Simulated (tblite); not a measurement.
Species: C4H4F2.
Numbering: `[F:1][CH2:2][C:3]#[C:4][CH2:5][F:6]` (hydrogens: H7, H8 on C2; H9, H10 on C5)

Computed with GFN2-xTB (tblite), gas phase: L-BFGS steps from a force-field or distance-geometry start until the largest atomic force falls under 0.01 eV/Å.

Step 6: E = -544.0212 eV
```
atom  x, y, z in Å  |  force x, y, z in eV/Å
F1     -2.5518   -1.1123    0.4863    0.046  -0.038   0.019
C2     -2.0411   -0.0191   -0.1748    0.007   0.037   0.161
C3     -0.5953    0.0392   -0.0760   -0.085   0.020  -0.006
C4      0.5965    0.0786    0.0535    0.008   0.021   0.014
C5      2.0400    0.1134    0.1700    0.026   0.057   0.004
F6      2.6335   -0.8879   -0.5591   -0.005  -0.048  -0.066
H7     -2.3586   -0.1024   -1.2152   -0.008  -0.037  -0.191
H8     -2.5043    0.8635    0.2869    0.088   0.024  -0.003
H9      2.3445   -0.0308    1.2116   -0.004  -0.034   0.094
H10     2.4455    1.0624   -0.2058   -0.072  -0.002  -0.027
```

Step 7: E = -544.0228 eV
```
atom  x, y, z in Å  |  force x, y, z in eV/Å
F1     -2.5506   -1.1147    0.4849    0.050   0.005   0.031
C2     -2.0416   -0.0186   -0.1731    0.017   0.004   0.034
C3     -0.5955    0.0421   -0.0754   -0.081  -0.002  -0.005
C4      0.5962    0.0808    0.0566    0.039   0.003  -0.006
C5      2.0414    0.1142    0.1701   -0.031   0.011   0.020
F6      2.6339   -0.8891   -0.5601   -0.034   0.002  -0.036
H7     -2.3586   -0.1060   -1.2176    0.021  -0.001  -0.073
H8     -2.4994    0.8668    0.2877    0.045  -0.001  -0.002
H9      2.3417   -0.0348    1.2139    0.016   0.001   0.033
H10     2.4413    1.0640   -0.2094   -0.042  -0.022   0.004
```

Task: Estimate the geometry and energy of step 8. (The exact step hangs on the optimiser's Hessian estimate; all steps are aligned on step 7, rigid shifts and turns removed.)

Result: E = -544.0231 eV, largest force 0.053 eV/Å
```
atom  x, y, z in Å  |  force x, y, z in eV/Å
F1     -2.5495   -1.1153    0.4855    0.044   0.015   0.026
C2     -2.0419   -0.0186   -0.1726    0.014  -0.005  -0.020
C3     -0.5960    0.0425   -0.0753   -0.027  -0.003  -0.001
C4      0.5960    0.0812    0.0568    0.009  -0.002  -0.005
C5      2.0414    0.1143    0.1706   -0.037  -0.009   0.020
F6      2.6333   -0.8894   -0.5611   -0.042   0.021  -0.018
H7     -2.3581   -0.1064   -1.2194    0.028   0.004  -0.013
H8     -2.4979    0.8675    0.2879    0.031  -0.005  -0.002
H9      2.3417   -0.0353    1.2151    0.013   0.004   0.005
H10     2.4400    1.0641   -0.2099   -0.033  -0.021   0.009
```

The energy changes by -0.0004 eV. The first-order estimate −F·Δx gives -0.0005 eV and the mean of the old and new forces, exact on a quadratic surface, -0.0003 eV. The step makes an angle of 42° with the force vector and moves no atom by more than 0.002 Å.

What follows is the cost of the whole relaxation. Time: 0.54 s. Hardware: one thread, Intel Xeon at 2.50 GHz (x86_64), shared host with 64 logical CPUs at a one-minute load of 62.
